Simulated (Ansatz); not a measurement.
Geometry optimisation, RHF/6-31G* (Ansatz 0.2.0).

input.yaml

```yaml
crystal:
  periodic: [false, false, false]
  atoms:
    - { symbol: B, position_ang: [0.060286, 0.407798, -0.474494] }
    - { symbol: O, position_ang: [-0.061638, -0.020773, 2.094501] }
    - { symbol: H, position_ang: [-0.912576, -0.231288, 2.457] }
    - { symbol: F, position_ang: [1.181298, -0.136054, -0.891115] }
    - { symbol: H, position_ang: [-0.969304, -0.119381, -0.745655] }
    - { symbol: H, position_ang: [0.117093, 1.457668, 0.082925] }
    - { symbol: H, position_ang: [-0.090861, 0.92283, 1.867437] }
basis:
  gaussian: { orbitals: "6-31G*" }
hamiltonian:
  xc: hf
relax:
  f_tol: 0.03
  max_steps: 50
```

Run as:

```bash
$ ansatz run input.yaml --threads 1 --pin off --max-ram 2048MiB --backend cpu --events-out ev --progress --plain --runs-dir out
```

Problem. Where does it end, and by what steps?

Solution. It converged. After 15 steps the energy has fallen by 0.208 eV; H7 moved furthest, 0.63 Å.

```tsv
step	energy less start (eV)	largest force component (eV/Å)	accepted
0	0.0000	1.263	yes
1	-0.0829	1.574	yes
2	-0.0149	2.882	no
3	-0.1107	1.070	yes
4	-0.1522	0.265	yes
5	-0.1650	0.224	yes
6	-0.1683	0.219	yes
7	-0.1742	0.387	yes
8	-0.1786	0.649	yes
9	-0.1819	0.600	yes
10	-0.1949	0.282	yes
11	-0.2040	0.056	yes
12	-0.2039	0.321	no
13	-0.2039	0.201	no
14	-0.2058	0.039	yes
15	-0.2076	0.007	yes
```

```xyz
7
Properties=species:S:1:pos:R:3
B 0.010 0.496 -0.375
O -0.091 -0.033 1.779
H -0.951 -0.314 2.063
F 1.092 -0.198 -0.694
H -1.055 0.012 -0.598
H 0.140 1.659 -0.152
H 0.180 0.659 2.368
```

Run time: 19 s on 1 thread of Arm Neoverse N1 (shared host), peak memory 0.11 GiB.
